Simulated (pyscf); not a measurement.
`[F][SiH3]` + `[F][CH][SiH3]` [doublet] → `[SiH3]` [doublet] + `[F][CH]([F])[SiH3]`, an atom transfer (doublet surface; F–Si broken, C–F formed). Optimised with ωB97X-D3(BJ)/def2-SVP in PySCF. Energies in eV from the separated reactants.

AM1 to PM7: differences of heats of formation from MOPAC, which are fitted to 298 K values and so differ in kind from electronic energies by zero-point and thermal terms. Open shells are spin-unrestricted. 

### Question
Quick PM6 single points give ΔE‡ = 2.39 eV and ΔE = +2.57 eV. What does ωB97M-D3(BJ)/def2-TZVP give, and how far is the quick result from it?

### Answer
ωB97M-D3(BJ)/def2-TZVP gives ΔE‡ = 2.69 eV and ΔE = +1.73 eV. PM6 lies 0.30 eV under it in the barrier and 0.84 eV over it in the reaction energy, so on this step it does not hold to within 0.13 eV. At PM6 this geometry lies under one side, so its ΔE‡ may be no barrier of that level. ωB97M-D3(BJ)/def2-TZVP has limits of its own. One saddle was located; it need not be the lowest between these sides. The angle at the transferred F is 152°.
